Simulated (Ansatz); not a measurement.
**TaF: from a trial structure to a relaxed crystal**

The calculation used Ansatz 0.2.0, DFT PBE, scalar-relativistic, plane waves, PAW. Cutoff 420 eV, Γ-centred k mesh, Gaussian smearing, no spin polarisation in the final step.

TaF was placed on the tungsten carbide structure type (P-6m2, No. 187), with Ta in place of W, F in place of C, at a guessed volume.

```
Ta F
1.0
     3.07868    0.00000    0.00000
    -1.53934    2.66622    0.00000
     0.00000    0.00000    3.00279
Ta F
1 1
Cartesian
  0.0000 0.0000 0.0000
  1.5393 0.8887 1.5014
```

Steps on the 6×6×6 mesh (2 atoms). 12 of 18 steps are shown, and the free energy counts from the last. Trial steps that were taken back and renewals of the plane-wave basis can be among the rows.

```
step  ΔF (meV/atom) V (Å³/atom) P (GPa)
   1          686.6        12.32    26.75
   3          556.7        14.10     0.08
   4          549.9        14.08     0.19
   6          413.6        13.80     0.40
   7          295.3        13.57    -0.81
   9          183.8        12.85     1.91
  10          181.3        13.08    -1.00
  12           55.7        13.00     8.56
  13           10.8        13.45     3.31
  15            4.5        13.78    -0.10
  16            0.0        13.78     0.16
  18            0.0        13.80     0.01
```

Steps on the 24×24×14 mesh (2 atoms). 5 of 8 steps are shown, and the free energy counts from the last.

```
step  ΔF (meV/atom) V (Å³/atom) P (GPa)
   1            2.2        13.80     2.17
   2            5.2        14.22    -2.45
   3            0.7        14.01    -0.19
   6            0.0        13.99     0.09
   8            0.0        14.00     0.01
```

A final relaxation ran on a 24×24×14 mesh. The relaxed crystal, P-6m2 (No. 187):

```cif
data_structure
_symmetry_space_group_name_H-M 'P-6m2'
_symmetry_Int_Tables_number 187
_cell_length_a 2.7932
_cell_length_b 2.7932
_cell_length_c 4.1436
_cell_angle_alpha 90.000
_cell_angle_beta 90.000
_cell_angle_gamma 120.000
_cell_volume 28.00
loop_
_atom_site_label
_atom_site_type_symbol
_atom_site_symmetry_multiplicity
_atom_site_Wyckoff_symbol
_atom_site_fract_x
_atom_site_fract_y
_atom_site_fract_z
_atom_site_occupancy
Ta1 Ta 1 a 0.00000 0.00000 0.00000 1
F1 F 1 f 0.66667 0.33333 0.50000 1
```

| Item | Value |
| --- | --- |
| Volume per atom | 14.00 Å³ |
| Density | 11.86 g/cm³ |
| Energy over the elements | -0.50 eV/atom |
| Gap on the 24×24×14 mesh | 0 eV (a metal) |

Formation energies are uncorrected and refer to the elements' standard structures at the same level (F₂ as a molecule).

The final run used a 24×24×14 mesh on its 2-atom cell and 0.10 eV smearing. For metals, differences of a few meV/atom aren't resolved. Spin–orbit coupling is left out.

Symmetry constrained the relaxation, so the result can be a saddle point.

Cost: 3 runs of about 3.1 core-minutes in all, on Arm Neoverse V2 (shared hosts).